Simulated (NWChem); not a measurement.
# C2HF2 (SMILES [CH]=C(F)F): USVWN5/MINI

Aim: the vertical ionisation energy of C2HF2 at USVWN5/MINI, from 2 runs. 

The calculation is run with NWChem 7.3.0.

2 further runs of the same task are left out: 1 that didn't finish, 1 set aside as unsound or not needed.

### Step 1. Starting point

The species is C2HF2 (5 atoms), meant as a doublet with charge 0. As SMILES, `[CH]=C(F)F`. The shape is that of a PBE0-D4/def2-TZVP optimisation.

Bond lengths: C1–C2 1.301 Å, C2–F3 1.313 Å, C2–F4 1.320 Å, C1–H5 1.072 Å. Angles: C1–C2–F3 125.0°, C1–C2–F4 125.4°, F3–C2–F4 109.6°, C2–C1–H5 140.6°.

### Step 2. The energy at USVWN5/MINI

calc.nw reads:

```
start calc
title "C2HF2 SVWN5"
memory stack 880 mb heap 220 mb global 1100 mb

geometry units angstrom noautosym nocenter noautoz
 C     -0.028200     0.912700    -0.014900
 C      0.163600    -0.366100     0.124600
 F      1.043800    -0.911700     0.932500
 F     -0.492600    -1.313200    -0.520300
 H     -0.636600     1.604500    -0.563400
end

basis spherical bse
 * library MINI
end

dft
 xc slater vwn_5
 mult 2
 grid fine
 convergence energy 1e-08
 maxiter 100
 mulliken
 noprint "final vectors analysis"
end

task dft energy
```

Run with:

```bash
$ nwchem calc.nw > calc.out
```

Output:

```text
[...]
          Wavefunction type:  spin polarized.
          No. of atoms     :     5
          No. of electrons :    31
[...]
          Charge           :     0
          Spin multiplicity:     2
[...]
          AO basis - number of functions:    21
[...]
              XC Information
              --------------
                        Slater Exchange Functional  1.000 local
                      VWN V Correlation Functional  1.000 local
[...]
 d= 0,ls=0.0,diis     1   -272.3196638168 -3.82D+02  5.17D-02  2.26D-01     0.3
[...]
 d= 0,ls=0.0,diis    10   -272.4693354480 -3.37D-10  1.24D-07  2.76D-12     1.1
[...]
         Total DFT energy =     -272.469335447997
      One electron energy =     -594.471943522042
           Coulomb energy =      241.804749441999
    Exchange-Corr. energy =      -29.778189256637
 Nuclear repulsion energy =      109.976047888682
[...]
      Total Density - Mulliken Population Analysis
     ---------------------------------------------
    Atom       Charge   Shell Charges
 -----------   ------   -------------------------------------------------------
    1 C    6     6.29   1.99  1.19  3.10
    2 C    6     5.67   1.99  0.96  2.72
    3 F    9     9.16   2.00  1.94  5.23
    4 F    9     9.16   2.00  1.94  5.22
    5 H    1     0.72   0.72
[...]
      <S2> =      0.7577 (Exact =     0.7500)
[...]
```

It took 1.9 s on 1 thread of Intel Xeon Platinum 8488C (Sapphire Rapids), shared host; peak memory 0.11 GiB.

### Step 3. The singlet cation, same level

run.nw reads:

```
start run
title "C2HF2 energy"
memory total 2200 mb
charge 1
geometry units angstroms noautosym nocenter noautoz
  C    -0.028200    0.912700   -0.014900
  C     0.163600   -0.366100    0.124600
  F     1.043800   -0.911700    0.932500
  F    -0.492600   -1.313200   -0.520300
  H    -0.636600    1.604500   -0.563400
end
basis spherical bse
  C library MINI
  F library MINI
  H library MINI
end
dft
  xc slater vwn_5
  mult 1
  grid fine
  convergence energy 1e-08
  maxiter 100
  mulliken
  noprint "final vectors analysis"
end
task dft energy
```

Run with:

```bash
$ nwchem run.nw > run.out
```

Output:

```text
[...]
          Wavefunction type:  closed shell.
          No. of atoms     :     5
          No. of electrons :    30
[...]
          Charge           :     1
          Spin multiplicity:     1
[...]
          AO basis - number of functions:    21
[...]
              XC Information
              --------------
                        Slater Exchange Functional  1.000 local
                      VWN V Correlation Functional  1.000 local
[...]
 d= 0,ls=0.0,diis     1   -271.7164993177 -3.82D+02  2.49D-01  1.36D+00     0.2
[...]
 d= 0,ls=0.5,diis    30   -271.9943797647 -7.33D-09  3.85D-06  5.94D-08     2.1
         Total DFT energy =     -271.994379769880
      One electron energy =     -583.429977129321
           Coulomb energy =      230.627973415701
    Exchange-Corr. energy =      -29.168423944942
 Nuclear repulsion energy =      109.976047888682
[...]
      Total Density - Mulliken Population Analysis
     ---------------------------------------------
    Atom       Charge   Shell Charges
 -----------   ------   -------------------------------------------------------
    1 C    6     5.96   1.99  1.27  2.71
    2 C    6     5.51   1.99  0.92  2.60
    3 F    9     9.02   2.00  1.96  5.06
    4 F    9     8.99   2.00  1.96  5.03
    5 H    1     0.52   0.52
[...]
```

Wall time 2.8 s (1 thread of Intel Xeon Platinum 8488C (Sapphire Rapids), shared host); peak memory 0.11 GiB.

### Step 4. Results

Level: USVWN5/MINI.

```
                                          quantity          value
                       doublet C2HF2: total energy  -272.46934 Eh
                      doublet C2HF2: dipole moment         0.77 D
                               doublet C2HF2: ⟨S²⟩          0.758
                      singlet cation: total energy  -271.99438 Eh
vertical ionisation energy (to the singlet cation)      12.924 eV
```

In words: Removing an electron at fixed nuclei costs 12.92 eV (1247 kJ/mol). Only the singlet of the ionised species was computed; a triplet could lie lower. In a minimal basis such a difference can be off by several eV, whatever the method. Mulliken charges (singlet cation) run from -0.02 on F3 to +0.49 on C2; they depend strongly on the basis.
